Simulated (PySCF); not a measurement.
## Argon: a sound run and one with changed settings

Sound run: Ar [Ar], Ar⁺ [Ne] 3s2 3p5. All numbers are calculated (PySCF 2.14, the spin-free X2C one-electron Hamiltonian (Gaussian nucleus), in cc-pVTZ-DK (5s4p2d1f, 34 functions)). In the sound run the correlated levels freeze [Ne]. The sound run starts from symmetry-adapted Hartree-Fock orbitals and uses a fine grid where one is needed.

Changed run: a valence shell is frozen. This setting is unsound on purpose.

```json
{"species": "Ar", "method": "MP2", "sound run (hartree)": "-528.82753", "changed run (hartree)": "-528.77231", "converged": "yes"}
{"species": "Ar", "method": "CCSD(T)", "sound run (hartree)": "-528.85147", "changed run (hartree)": "-528.78421", "converged": "yes"}
{"species": "Ar⁺", "method": "MP2", "sound run (hartree)": "-528.25189", "changed run (hartree)": "-528.19066", "converged": "yes"}
{"species": "Ar⁺", "method": "CCSD(T)", "sound run (hartree)": "-528.28081", "changed run (hartree)": "-528.20412", "converged": "yes"}
```

Ionisation energy of Ar:

```csv
method,sound run (eV),changed run (eV)
UHF,14.556,14.556
MP2,15.664,15.828
SCS-MP2,15.561,15.764
CCSD,15.488,15.725
CCSD(T),15.528,15.785
```

Freezing a valence shell removes pair correlation that changes on ionisation.

For comparison, NIST gives 15.760 eV between the lowest levels.
